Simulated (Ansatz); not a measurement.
Geometry optimisation, RKS PBE0/def2-SVP (Ansatz).

The input (input.yaml):

```yaml
crystal:
  periodic: [false, false, false]
  atoms:
    - { symbol: O, position_ang: [-1.78042, 0.47918, 0.23011] }
    - { symbol: C, position_ang: [-0.82137, -0.23444, -0.03299] }
    - { symbol: C, position_ang: [0.64484, 0.14026, 0.02306] }
    - { symbol: O, position_ang: [1.53266, -0.76675, -0.26107] }
    - { symbol: H, position_ang: [-0.99841, -1.28453, -0.36461] }
    - { symbol: H, position_ang: [0.74926, 0.6046, 1.06234] }
    - { symbol: H, position_ang: [0.67345, 1.06168, -0.65684] }
total_charge: -1
basis:
  gaussian: { orbitals: def2-SVP }
hamiltonian:
  xc: pbe0
relax:
  f_tol: 0.02
  max_steps: 40
output:
  orbitals: {}
```

Launched with:

```bash
$ ansatz run input.yaml --threads 1 --pin off --max-ram 2048MiB --backend cpu --events-out ev --progress --plain --runs-dir out
```

**Question.** Where does it end, and by what steps?

**Answer.** It converged. Limits of this set-up: an anion without diffuse functions. After 15 steps the energy has fallen by 0.092 eV; H5 moved furthest, 0.31 Å.

| step | energy less start (eV) | largest force component (eV/Å) | accepted |
| --- | --- | --- | --- |
| 0 | 0.0000 | 1.373 | yes |
| 1 | -0.0669 | 0.738 | yes |
| 2 | -0.0808 | 0.253 | yes |
| 3 | -0.0815 | 0.225 | yes |
| 4 | -0.0758 | 0.414 | no |
| 5 | -0.0843 | 0.045 | yes |
| 6 | -0.0853 | 0.055 | yes |
| 7 | -0.0795 | 0.528 | no |
| 8 | -0.0875 | 0.053 | yes |
| 9 | -0.0889 | 0.194 | yes |
| 10 | -0.0902 | 0.166 | yes |
| 11 | -0.0798 | 0.659 | no |
| 12 | -0.0906 | 0.102 | yes |
| 13 | -0.0914 | 0.053 | yes |
| 14 | -0.0914 | 0.035 | yes |
| 15 | -0.0916 | 0.011 | yes |

```xyz
7
Properties=species:S:1:pos:R:3
O -1.772 0.351 0.475
C -0.822 -0.213 -0.027
C 0.667 0.127 0.053
O 1.475 -0.875 -0.090
H -0.960 -1.157 -0.644
H 0.732 0.784 0.996
H 0.678 0.984 -0.763
```

Whether the end is a true minimum wasn't checked by a vibrational analysis.

Run time: 15 s on 1 thread of AMD EPYC 9R45 96-Core Processor (Zen 5), on a shared host, peak memory 0.15 GiB.
